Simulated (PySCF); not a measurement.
What each rung costs, and what it gives

Saddle point of SiH$_{4}$ClF, singlet (SiH₃Cl ([SiH3][Cl]) + HF → SiH₂ClF ([F][SiH2][Cl]) + H₂; bonds formed: Si1–F7, H2–H6; bonds broken: Si1–H2, H6–F7), PBE0-D4/def2-TZVP structure:

| atom | x (Å) | y (Å) | z (Å) |
| --- | --- | --- | --- |
| Si1 | -0.3626 | -0.0594 | 0.2315 |
| H2 | 1.0800 | -0.8755 | -0.0819 |
| H3 | -0.4664 | -0.9769 | 1.3979 |
| H4 | -1.4641 | -0.4104 | -0.6808 |
| Cl5 | -0.4592 | 1.7497 | 1.1832 |
| H6 | 1.1109 | -0.1804 | -0.7935 |
| F7 | 0.5613 | 0.7528 | -1.2562 |

Barriers are electronic and count from the start structure reached by relaxing down the imaginary mode.

PySCF 2.14 with density fitting (its default auxiliary sets; JK sets also for MP2 and CCSD(T)); basis: as named in each row; cores frozen in the correlated methods. B3LYP uses VWN-RPA correlation. Extrapolation: Hartree–Fock as exp(−7.88 √X), correlation as X^−2.97.

Times are rough, for one single point on 4 threads of a shared host (Arm Neoverse V1).

The estimate by CCSD(T) at an estimated basis limit (MP2 extrapolated from triple and quadruple zeta, plus CCSD(T) − MP2 in triple zeta) is 1.642 eV.

```
   method       basis  time (s)  barrier (eV)  method less estimate
       HF      STO-3G   under 1         3.699                 2.057
 B3LYP-D4       6-31G         2         1.903                 0.261
  PBE0-D4    def2-SVP         3         1.411                -0.230
   PBE-D4    def2-SVP         3         1.156                -0.485
      MP2  def2-QZVPP         4         1.590                -0.052
    SPW92  def2-TZVPP         6         0.979                -0.662
  CCSD(T)    def2-SVP         6         1.775                 0.134
 BHLYP-D4  def2-TZVPP         8         1.766                 0.125
  PBE0-D4  def2-TZVPP         8         1.475                -0.166
   PBE-D4  def2-TZVPP         8         1.282                -0.360
 B3LYP-D4  def2-TZVPP         9         1.565                -0.076
r2SCAN-D4  def2-TZVPP        19         1.356                -0.285
  wB97M-V  def2-TZVPP       110         1.520                -0.122
  CCSD(T)  def2-TZVPP       180         1.676                 0.035
```

All methods are single points on the PBE0-D4 structures.

The T1 diagnostic stays at or below 0.012.

Labels in which every atom is bracketed show which atoms are joined, not bond orders.
